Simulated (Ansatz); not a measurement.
Born–Oppenheimer molecular dynamics of BH7NP (10 atoms, charge 0, multiplicity 1). It starts at the highest image of a converged band. Of that band: Neighbouring images differ by up to 1.4 eV, so the band resolves the path poorly. A vibrational analysis at the climbing image gives one clearly imaginary mode, 1244i cm⁻¹: a first-order saddle point.

All numbers below come from RKS PBE/def2-SVP (Ansatz 0.2.0).

```yaml
ensemble: NVE (velocity Verlet)
time_step: 0.5 fs
steps_asked: 200
starting_velocities_drawn_for: 300 K
seed: 4737
```

Frames 1 fs apart, positions in Å, forces in eV/Å.

Velocities at 55 fs (Å/ps):

```
B 7.21 -11.98 18.18
N 12.59 -2.14 11.62
H 24.48 -9.15 10.30
H 24.34 -1.73 46.11
H -44.72 29.03 -30.86
P -11.39 4.97 -13.65
H 36.97 -17.27 20.69
H 19.09 -24.51 16.66
H 0.84 17.94 -9.09
H 36.74 11.20 9.06
```

```xyz
10
Properties=species:S:1:pos:R:3:forces:R:3 time_fs=55 energy_less_start_eV=-1.406 T=1660
B 0.501 -0.809 1.073 0.35 0.16 0.33
N 1.534 0.131 1.198 -0.37 -0.04 0.14
H 0.664 -1.724 0.289 -0.18 0.05 -0.15
H -0.459 -0.713 1.817 -0.02 -0.09 -0.03
H -0.564 1.807 -1.237 0.58 0.47 0.34
P -1.475 0.863 -1.727 -1.37 0.81 -1.22
H 2.316 0.148 0.553 0.38 -0.03 -0.07
H 1.570 0.872 1.905 -0.13 -0.06 -0.21
H -0.550 0.296 -2.646 0.33 -0.36 0.04
H -1.334 -0.010 -0.666 0.42 -0.92 0.82
10
Properties=species:S:1:pos:R:3:forces:R:3 time_fs=56 energy_less_start_eV=-1.423 T=1676
B 0.508 -0.821 1.091 0.69 0.38 0.34
N 1.546 0.129 1.210 -0.16 -0.68 -0.59
H 0.688 -1.733 0.299 -0.28 0.11 -0.04
H -0.434 -0.716 1.863 0.02 -0.15 -0.16
H -0.605 1.838 -1.266 0.68 0.61 0.37
P -1.486 0.868 -1.741 -1.39 0.22 -0.80
H 2.354 0.131 0.574 -0.14 -0.02 0.29
H 1.588 0.848 1.921 -0.09 0.35 0.17
H -0.547 0.312 -2.655 0.32 -0.31 0.05
H -1.295 -0.003 -0.653 0.35 -0.52 0.37
10
Properties=species:S:1:pos:R:3:forces:R:3 time_fs=57 energy_less_start_eV=-1.420 T=1674
B 0.516 -0.833 1.110 0.98 0.56 0.35
N 1.559 0.126 1.221 0.01 -1.16 -1.10
H 0.708 -1.740 0.308 -0.37 0.17 0.06
H -0.410 -0.719 1.907 0.05 -0.19 -0.28
H -0.641 1.876 -1.292 0.62 0.57 0.32
P -1.498 0.873 -1.755 -1.13 -0.28 -0.26
H 2.391 0.113 0.597 -0.58 0.00 0.53
H 1.606 0.827 1.939 -0.06 0.63 0.45
H -0.542 0.326 -2.663 0.27 -0.22 0.08
H -1.253 -0.001 -0.637 0.22 -0.07 -0.15
10
Properties=species:S:1:pos:R:3:forces:R:3 time_fs=58 energy_less_start_eV=-1.405 T=1660
B 0.525 -0.844 1.129 1.20 0.71 0.35
N 1.571 0.123 1.231 0.03 -1.32 -1.13
H 0.726 -1.747 0.318 -0.43 0.19 0.14
H -0.385 -0.725 1.949 0.06 -0.23 -0.38
H -0.670 1.918 -1.315 0.42 0.35 0.19
P -1.511 0.878 -1.769 -0.68 -0.56 0.26
H 2.422 0.095 0.626 -0.78 0.02 0.59
H 1.623 0.811 1.961 -0.05 0.62 0.45
H -0.534 0.337 -2.671 0.18 -0.12 0.14
H -1.209 0.001 -0.623 0.05 0.33 -0.60
10
Properties=species:S:1:pos:R:3:forces:R:3 time_fs=59 energy_less_start_eV=-1.384 T=1639
B 0.535 -0.854 1.148 1.37 0.84 0.34
N 1.583 0.118 1.241 -0.14 -1.16 -0.68
H 0.739 -1.751 0.329 -0.47 0.19 0.18
H -0.360 -0.732 1.987 0.04 -0.25 -0.44
H -0.696 1.964 -1.336 0.17 0.04 0.04
P -1.523 0.883 -1.783 -0.14 -0.64 0.67
H 2.446 0.078 0.660 -0.71 0.03 0.44
H 1.639 0.802 1.987 -0.07 0.34 0.17
H -0.524 0.347 -2.677 0.06 -0.01 0.20
H -1.164 0.006 -0.614 -0.12 0.61 -0.92
10
Properties=species:S:1:pos:R:3:forces:R:3 time_fs=60 energy_less_start_eV=-1.355 T=1611
B 0.546 -0.864 1.167 1.48 0.94 0.33
N 1.596 0.113 1.250 -0.49 -0.83 0.05
H 0.748 -1.754 0.342 -0.48 0.15 0.19
H -0.334 -0.742 2.021 0.00 -0.25 -0.46
H -0.719 2.010 -1.356 -0.07 -0.29 -0.10
P -1.536 0.888 -1.797 0.38 -0.58 0.96
H 2.464 0.061 0.698 -0.39 0.02 0.13
H 1.655 0.796 2.014 -0.10 -0.04 -0.24
H -0.514 0.357 -2.681 -0.05 0.09 0.24
H -1.121 0.016 -0.613 -0.28 0.78 -1.10
10
Properties=species:S:1:pos:R:3:forces:R:3 time_fs=61 energy_less_start_eV=-1.321 T=1579
B 0.559 -0.872 1.187 1.54 1.01 0.31
N 1.608 0.107 1.260 -0.93 -0.51 0.79
H 0.752 -1.755 0.356 -0.46 0.09 0.16
H -0.308 -0.755 2.050 -0.06 -0.24 -0.44
H -0.744 2.054 -1.377 -0.26 -0.57 -0.21
P -1.548 0.892 -1.811 0.81 -0.45 1.11
H 2.478 0.044 0.737 0.07 -0.01 -0.23
H 1.670 0.789 2.039 -0.14 -0.34 -0.58
H -0.504 0.368 -2.684 -0.16 0.17 0.25
H -1.080 0.034 -0.623 -0.41 0.85 -1.15
10
Properties=species:S:1:pos:R:3:forces:R:3 time_fs=62 energy_less_start_eV=-1.302 T=1560
B 0.573 -0.880 1.208 1.55 1.04 0.27
N 1.619 0.101 1.270 -1.25 -0.32 1.25
H 0.752 -1.755 0.372 -0.42 0.00 0.10
H -0.283 -0.770 2.076 -0.15 -0.21 -0.38
H -0.771 2.092 -1.401 -0.38 -0.77 -0.28
P -1.561 0.897 -1.824 1.11 -0.30 1.13
H 2.493 0.027 0.774 0.46 -0.04 -0.53
H 1.684 0.780 2.059 -0.17 -0.47 -0.72
H -0.496 0.380 -2.683 -0.24 0.24 0.22
H -1.044 0.060 -0.644 -0.51 0.83 -1.08
10
Properties=species:S:1:pos:R:3:forces:R:3 time_fs=63 energy_less_start_eV=-1.315 T=1573
B 0.588 -0.887 1.228 1.48 1.00 0.21
N 1.629 0.095 1.280 -1.23 -0.31 1.29
H 0.748 -1.755 0.390 -0.37 -0.08 0.04
H -0.259 -0.786 2.097 -0.24 -0.16 -0.29
H -0.801 2.123 -1.427 -0.44 -0.86 -0.31
P -1.573 0.901 -1.837 1.25 -0.13 1.03
H 2.511 0.009 0.806 0.54 -0.06 -0.63
H 1.696 0.766 2.072 -0.17 -0.38 -0.62
H -0.490 0.395 -2.681 -0.28 0.27 0.15
H -1.012 0.094 -0.676 -0.55 0.72 -0.88
10
Properties=species:S:1:pos:R:3:forces:R:3 time_fs=64 energy_less_start_eV=-1.353 T=1609
B 0.605 -0.893 1.248 1.34 0.88 0.13
N 1.639 0.088 1.292 -0.82 -0.48 0.90
H 0.740 -1.756 0.407 -0.30 -0.15 -0.02
H -0.237 -0.805 2.116 -0.31 -0.11 -0.18
H -0.836 2.146 -1.456 -0.43 -0.84 -0.30
P -1.584 0.905 -1.849 1.21 0.03 0.81
H 2.535 -0.009 0.833 0.25 -0.03 -0.53
H 1.706 0.749 2.079 -0.15 -0.10 -0.29
H -0.486 0.412 -2.677 -0.28 0.28 0.04
H -0.985 0.134 -0.715 -0.52 0.53 -0.55
10
Properties=species:S:1:pos:R:3:forces:R:3 time_fs=65 energy_less_start_eV=-1.383 T=1638
B 0.622 -0.899 1.269 1.10 0.68 0.03
N 1.648 0.082 1.304 -0.17 -0.74 0.30
H 0.729 -1.758 0.424 -0.22 -0.18 -0.06
H -0.219 -0.824 2.133 -0.36 -0.05 -0.09
H -0.875 2.160 -1.487 -0.36 -0.71 -0.26
P -1.595 0.910 -1.862 1.00 0.19 0.46
H 2.561 -0.027 0.854 -0.24 0.03 -0.33
H 1.715 0.730 2.084 -0.10 0.27 0.15
H -0.485 0.432 -2.673 -0.25 0.27 -0.10
H -0.964 0.180 -0.760 -0.40 0.26 -0.10
10
Properties=species:S:1:pos:R:3:forces:R:3 time_fs=66 energy_less_start_eV=-1.382 T=1637
B 0.641 -0.903 1.290 0.76 0.39 -0.07
N 1.657 0.074 1.316 0.46 -0.92 -0.22
H 0.717 -1.763 0.441 -0.13 -0.17 -0.06
H -0.204 -0.844 2.150 -0.35 0.02 -0.03
H -0.917 2.168 -1.522 -0.24 -0.47 -0.19
P -1.606 0.914 -1.874 0.61 0.29 0.01
H 2.585 -0.045 0.872 -0.68 0.10 -0.15
H 1.724 0.714 2.090 -0.05 0.58 0.53
H -0.487 0.455 -2.670 -0.18 0.24 -0.26
H -0.946 0.228 -0.806 -0.19 -0.06 0.44
```

Of the whole run (100 fs, mean temperature of the second half 1598 K): The conserved energy stayed within 0.16 meV per atom of its start (net change 0.11 meV per atom), so the integration is sound. The kinetic energy rose, since the run started high on the potential surface and went downhill. It ends in pieces (BH4N + H3P), so much of that is their flight and rotation, not heat. A run of 0.1 ps of so small a system gives no equilibrium averages. The orbitals stay closed-shell, which can raise the energy where a bond breaks towards radicals; this wasn't checked here.

Time of the run: 2 min on 2 threads of AMD EPYC 9R14 (Zen 4), on a shared host, peak memory 0.13 GiB.
